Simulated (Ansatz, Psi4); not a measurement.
Predicting a hybrid from its neighbours: C2H3Cl

C2H3Cl has 6 atoms, charge 0, and is taken as a singlet. As SMILES, `C=CCl`. Geometry: relaxed at PBE0-D4/def2-TZVP.

The HOMO–LUMO gap y, in eV, basis def2-SVPD; a is the functional's share of exact exchange. Programs: Ansatz 0.2.0, Psi4 1.11.

| functional | program | a | y (eV) |
| --- | --- | --- | --- |
| BLYP | Psi4 | 0 | 5.10 |
| r2SCAN | Ansatz | 0 | 5.61 |
| TPSSh | Psi4 | 0.1 | ? |
| B3LYP | Psi4 | 0.2 | 6.84 |
| PBE0 | Psi4 | 0.25 | 7.33 |
| r2SCAN0 | Ansatz | 0.25 | 7.63 |
| BHLYP | Psi4 | 0.5 | 9.43 |

Q: Fit y = c + s·a to the known rows and predict TPSSh.

A: 
1. Means of the 6 rows: a = 0.2000, y = 6.990.
2. Σ(Δa)² = 0.175, Σ(Δa·Δy) = 1.435, so the slope is 1.435/0.175 = 8.2.
3. Intercept: 6.990 − (8.2) × 0.2000 = 5.350. The largest residual of the fit is 0.26.
4. TPSSh: 5.350 + (8.2) × 0.1 = 6.17 eV.

The run gave 6.23 eV, so the prediction is off by -0.06 eV, within the largest residual. Exact exchange lowers occupied levels and raises empty ones. The rows mix families of semi-local functionals, which the line can't see.
